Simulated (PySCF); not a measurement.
**Working out the ionisation energy of P**

P [Ne] 3s2 3p3 (4S) → P⁺ [Ne] 3s2 3p2 (3P). Calculation: PySCF 2.14, in aug-cc-pV(5+d)Z (8s7p6d4f3g2h, 136 functions); the non-relativistic Hamiltonian (point nucleus). Frozen: [Ne]. Energies in hartree (1 hartree = 27.21139 eV):

```csv
part,P (lower),P⁺ (upper)
UHF,-340.719160,-340.355148
MP2 opposite-spin,-0.067836,-0.057575
MP2 same-spin,-0.024266,-0.011209
```

Problem. What does Hartree-Fock give?

Solution. (-340.355148) − (-340.719160) = 0.364012 hartree = 9.905 eV.

Problem. What do MP2 and SCS-MP2 (6/5 opposite-spin, 1/3 same-spin) give?

Solution. The opposite-spin parts differ by 0.279 eV and the same-spin parts by 0.355 eV. MP2: 9.905 + (0.279) + (0.355) = 10.539 eV. SCS-MP2: 9.905 + 1.2 × (0.279) + (0.355)/3 = 10.358 eV.

Measured between the centres of the two terms (NIST): 10.526 eV, so MP2 (valence) is off by 0.013 eV.

What remains against the reference includes basis incompleteness, the frozen core and correlation beyond second order.
